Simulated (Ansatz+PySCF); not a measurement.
Two shapes of singlet C3H3(+).

Shape 1:

```xyz
6

C     0.7875    0.0000    0.0000
C    -0.3937    0.6820    0.0000
C    -0.3937   -0.6820    0.0000
H     1.8815    0.0000    0.0000
H    -0.9407    1.6294    0.0000
H    -0.9407   -1.6294    0.0000
```

Shape 2:

```xyz
6

C     0.7904    0.0359   -0.0347
C    -0.3987    0.6637    0.0463
C    -0.3867   -0.6396    0.0256
H     1.9121   -0.0116   -0.0378
H    -0.9124    1.6294    0.0412
H    -0.9090   -1.6680   -0.0007
```

Basis set: def2-SVP (spherical functions). Frozen core: 3 orbitals. Charge 1, multiplicity 1.

Computed with Ansatz (development build ahead of 0.2.0); each method stands on the lowest determinant of its kind that the runs found.

Task: Which shape is lower in energy, and by how much in each method?

Result:

```tsv
method	E(2) − E(1) (eV)
RHF-CCSD	0.244
UHF-CCSD	0.244
RHF-CCSD(T)	0.258
PBE (restricted)	0.228
PBE0 (restricted)	0.210
```

Shape 1 is lower.
